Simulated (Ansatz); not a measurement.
Reaction: SiH3F (fluorosilane, SMILES F[SiH3]) → SiH3 (SMILES [SiH3], doublet) + F (doublet) (the F-Si bond breaks)
Each species at its own B3LYP-D3(BJ)/def2-TZVP minimum (Ansatz, a first-principles code).

Total energies in hartree (Ansatz). Open shells are spin-unrestricted; no spin-orbit coupling. Cores are frozen in correlated methods. No relativity.

```tsv
species	HF/cc-pV(T+d)Z	CCSD(T)/cc-pV(T+d)Z	HF/cc-pV(Q+d)Z	CCSD(T)/cc-pV(Q+d)Z	CCSDT(Q)/cc-pV(T+d)Z
1: SiH3F (fluorosilane, SMILES F[SiH3])	-390.23008	-390.64615	-390.24433	-390.69292	-390.64699
2: SiH3 (SMILES [SiH3], doublet)	-290.64257	-290.78856	-290.64619	-290.79897	-290.78943
3: F (doublet)	-99.40552	-99.62036	-99.41377	-99.65026	-99.62061
```

### Question
Work out the bond dissociation energy (electronic) in kcal/mol: take Hartree-Fock from cc-pV(Q+d)Z, extrapolate the CCSD(T) correlation energy as X^-3 (X = 3, 4), and add CCSDT(Q) - CCSD(T) in cc-pV(T+d)Z. 1 hartree = 627.51 kcal/mol.

### Answer

Species 1: correlation (64·(-0.44859) - 27·(-0.41607))/37 = -0.47232; step -0.00084; E1 = -390.24433 + (-0.47232) + (-0.00084) = -390.71749
Species 2: correlation (64·(-0.15278) - 27·(-0.14599))/37 = -0.15773; step -0.00087; E2 = -290.64619 + (-0.15773) + (-0.00087) = -290.80479
Species 3: correlation (64·(-0.23649) - 27·(-0.21484))/37 = -0.25229; step -0.00025; E3 = -99.41377 + (-0.25229) + (-0.00025) = -99.66631
-1·E1 +1·E2 +1·E3 = 0.24639 hartree = 154.6 kcal/mol.
